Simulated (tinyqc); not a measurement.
Pariser-Parr-Pople SCF with singles CI, for the molecule C=C1C=C1 (SMILES; centres numbered as the heavy atoms are written), step by step. Computed by tinyqc, a small Python program that keeps every step. Settings: charge = 0, gamma = Ohno, start = core, damping = 0, iteration cap = 55, excitations kept = 6. Command: `OMP_NUM_THREADS=1 python tinyqc.py 24800 24801 out.jsonl` (the two numbers bound the seeds that draw the settings). One thread of a shared host (Intel(R) Xeon(R) Processor @ 2.60GHz), about 0.02 s of CPU time with the checks. Later iterations appear only in the table of the cycle.

## PPP integrals

Centres (angstrom, eV; a flat drawing with bonds scaled to 1.40 angstrom):
```
centre         x         y  core charge z         W  gamma_rr
1C       1.65600   0.00000              1  11.16000  11.13000
2C       0.25600   0.00000              1  11.16000  11.13000
3C      -0.95600   0.70000              1  11.16000  11.13000
4C      -0.95600  -0.70000              1  11.16000  11.13000
```

Resonance integrals (eV):
```
i  j      beta
1  2  -2.39000
2  3  -2.39000
3  4  -2.39000
4  2  -2.39000
```

Ohno: gamma = 14.399645/sqrt(R^2 + a^2), a = 2 x 14.399645/(gamma_rr + gamma_ss); H_rr = -W_r - sum_(s != r) z_s gamma_rs; H_rs = beta for bonds.

repulsion gamma_rs (eV), order 1C, 2C, 3C, 4C:
```
[[11.13000, 7.55386, 4.80352, 4.80352],
 [7.55386, 11.13000, 7.55496, 7.55496],
 [4.80352, 7.55496, 11.13000, 7.55386],
 [4.80352, 7.55496, 7.55386, 11.13000]]
```

core matrix H (eV), order 1C, 2C, 3C, 4C:
```
[[-28.32090, -2.39000, 0.00000, 0.00000],
 [-2.39000, -33.82378, -2.39000, -2.39000],
 [0.00000, -2.39000, -31.07234, -2.39000],
 [0.00000, -2.39000, -2.39000, -31.07234]]
```

## Starting guess

pi electrons, sum of z_r less the charge = 4

Orbitals of the core matrix H.

P at the start, order 1C, 2C, 3C, 4C:
```
[[0.47349, 0.74956, -0.28368, -0.28368],
 [0.74956, 1.63195, 0.13929, 0.13929],
 [-0.28368, 0.13929, 0.94728, 0.94728],
 [-0.28368, 0.13929, 0.94728, 0.94728]]
```

## Iteration 1: Fock matrix

F_rr = H_rr + P_rr gamma_rr / 2 + sum_(s != r) P_ss gamma_rs; F_rs = H_rs - P_rs gamma_rs / 2; E = tr P (H + F) / 2 + core repulsion sum_(r<s) z_r z_s gamma_rs.

F (eV), order 1C, 2C, 3C, 4C:
```
[[-4.25785, -5.22102, 0.68133, 0.68133],
 [-5.22102, -6.85198, -2.91618, -2.91618],
 [0.68133, -2.91618, -4.04136, -5.96782],
 [0.68133, -2.91618, -5.96782, -4.04136]]
```

pi energy = -49.82799 eV

## Iteration 1: orbitals and new P

Diagonalise F (the basis is taken as orthonormal) and form P = 2 sum c c over the lowest orbitals.

orbital energies (eV): [-13.53514, -8.46615, 0.88227, 1.92646]

P after iteration 1, order 1C, 2C, 3C, 4C:
```
[[1.00239, 0.90278, -0.30413, -0.30413],
 [0.90278, 1.18304, 0.27522, 0.27522],
 [-0.30413, 0.27522, 0.90729, 0.90729],
 [-0.30413, 0.27522, 0.90729, 0.90729]]
```

## Iteration 2: Fock matrix

As before.

F (eV), order 1C, 2C, 3C, 4C:
```
[[-5.08976, -5.79973, 0.73044, 0.73044],
 [-5.79973, -5.95924, -3.42962, -3.42962],
 [0.73044, -3.42962, -5.41697, -5.81676],
 [0.73044, -3.42962, -5.81676, -5.41697]]
```

pi energy = -52.04622 eV

## Iteration 2: orbitals and new P

As before.

orbital energies (eV): [-14.73013, -9.18806, 0.39978, 1.63546]

P after iteration 2, order 1C, 2C, 3C, 4C:
```
[[1.16207, 0.89930, -0.28722, -0.28722],
 [0.89930, 1.03484, 0.30826, 0.30826],
 [-0.28722, 0.30826, 0.90155, 0.90155],
 [-0.28722, 0.30826, 0.90155, 0.90155]]
```

## Convergence

Stop when output and input P, before any damping, agree to 1e-7.

Course of the cycle:
```
iteration       E (eV)  largest |P(out) - P(in)|
1          -49.8279884                  5.29e-01
2          -52.0462215                  1.60e-01
3          -52.2624045                  4.88e-02
4          -52.2843066                  1.55e-02
5          -52.2866374                  5.13e-03
6          -52.2868905                  1.70e-03
7          -52.2869182                  5.67e-04
8          -52.2869213                  1.89e-04
9          -52.2869216                  6.30e-05
10         -52.2869217                  2.11e-05
11         -52.2869217                  7.05e-06
12         -52.2869217                  2.36e-06
13         -52.2869217                  7.94e-07
14         -52.2869217                  2.67e-07
15         -52.2869217                  9.01e-08
```

Converged in 15 iterations.

## Converged orbitals

Charges are z - P_rr.

orbital energies (eV): [-15.20689, -9.31775, -0.24798, 1.65089]

coefficients, order 1C, 2C, 3C, 4C:
```
[[0.26065, 0.74090, 0.00000, -0.61897],
 [0.56606, 0.40208, 0.00000, 0.71966],
 [0.55301, -0.38039, 0.70711, -0.22245],
 [0.55301, -0.38039, -0.70711, -0.22245]]
```

pi charges: [-0.23376, 0.03582, 0.09897, 0.09897]

## Singles CI, singlets

Over the 4 single excitations with the smallest orbital gaps: A = (e_a - e_i) delta + 2 (ia|jb) - (ij|ab), with (pq|rs) = sum c_mp c_mq gamma_mn c_nr c_ns. f = 2/3 w |mu|^2 in atomic units, mu = sqrt2 sum c_ia sum_m c_mi c_ma R_m.

singlet CI matrix (eV), order 2>3, 2>4, 1>3, 1>4:
```
[[3.54295, 0.00000, -0.22139, 0.00000],
 [0.00000, 5.82573, 0.00000, -0.24932],
 [-0.22139, 0.00000, 8.68521, 0.00000],
 [0.00000, -0.24932, 0.00000, 10.32418]]
```

singlet excitation energies (eV): [3.53344, 5.81196, 8.69472, 10.33796]

oscillator strengths: [0.07692, 0.72077, 0.48243, 0.02560]

## Singles CI, triplets

Over the 4 single excitations with the smallest orbital gaps: A = (e_a - e_i) delta - (ij|ab), with (pq|rs) = sum c_mp c_mq gamma_mn c_nr c_ns.

triplet CI matrix (eV), order 2>3, 2>4, 1>3, 1>4:
```
[[2.50805, 0.00000, 1.28316, 0.00000],
 [0.00000, 2.76621, 0.00000, -1.00222],
 [1.28316, 0.00000, 6.49789, 0.00000],
 [0.00000, -1.00222, 0.00000, 9.17176]]
```

triplet excitation energies (eV): [2.13101, 2.61306, 6.87493, 9.32490]
